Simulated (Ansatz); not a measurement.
Input file:

```yaml
crystal:
  periodic: [false, false, false]
  atoms:
    - {symbol: B, position_ang: [0.000000, -0.955762, 0.798097]}
    - {symbol: C, position_ang: [0.000000, 0.441473, 1.019343]}
    - {symbol: S, position_ang: [0.000000, 0.086666, -0.711064]}
    - {symbol: H, position_ang: [0.000000, 2.233662, 1.913809]}
basis:
  gaussian: {orbitals: cc-pVDZ}
magnetization: {spin_polarized: true, initial_magnetization: 2}
correlation: {method: ccsdt_q, electrons: outside_noble_gas}
```

```sh
$ ansatz run in.yaml --threads 1 --pin off --events-out ev --progress --plain --max-ram 2393MiB
```

Log:

```
983 factors; integrals over basis functions are off by at most 1.8e-7 eV
mean field evaluation 1: about -12525.7586 eV, gradient 1.1e1 eV
mean field evaluation 2: about -12525.8658 eV, gradient 1.1e1 eV
mean field evaluation 4: about -12527.5782 eV, gradient 3.6e0 eV
mean field evaluation 8: about -12527.7181 eV, gradient 9.4e-1 eV
mean field evaluation 16: about -12528.8793 eV, gradient 2.2e-3 eV
mean field evaluation 32: about -12528.8792 eV, gradient 6.3e-3 eV
mean field evaluation 64: about -12527.5822 eV, gradient 4.4e-1 eV
mean field evaluation 96: about -12518.0918 eV, gradient 2.6e1 eV
mean field evaluation 128: about -12527.9031 eV, gradient 1.9e-2 eV
mean field evaluation 160: about -12522.9626 eV, gradient 7.0e0 eV
...
cycle  29  -9.37880971 eV  change    5.9e-6 eV  update   3.9e-6
cycle  30  -9.37880555 eV  change    4.2e-6 eV  update   3.0e-6
cycle  31  -9.37880471 eV  change    8.4e-7 eV  update   2.1e-6
cycle  32  -9.37880587 eV  change   -1.2e-6 eV  update   1.3e-6
cycle  33  -9.37880675 eV  change   -8.8e-7 eV  update   8.7e-7
cycle  34  -9.37880832 eV  change   -1.6e-6 eV  update   6.7e-7
cycle  35  -9.37880992 eV  change   -1.6e-6 eV  update   5.3e-7
cycle  36  -9.37881109 eV  change   -1.2e-6 eV  update   4.1e-7
cycle  37  -9.37881208 eV  change   -9.9e-7 eV  update   3.2e-7
cycle  38  -9.37881269 eV  change   -6.1e-7 eV  update   2.6e-7
perturbative correction -0.06289654 eV, -0.0023114053 hartree
Total energy: -12538.32098077 eV, -460.7747972639 hartree
```

Ran on 1 thread of Arm Neoverse V1, shared host: 2 min wall, 0.66 GiB peak host memory.
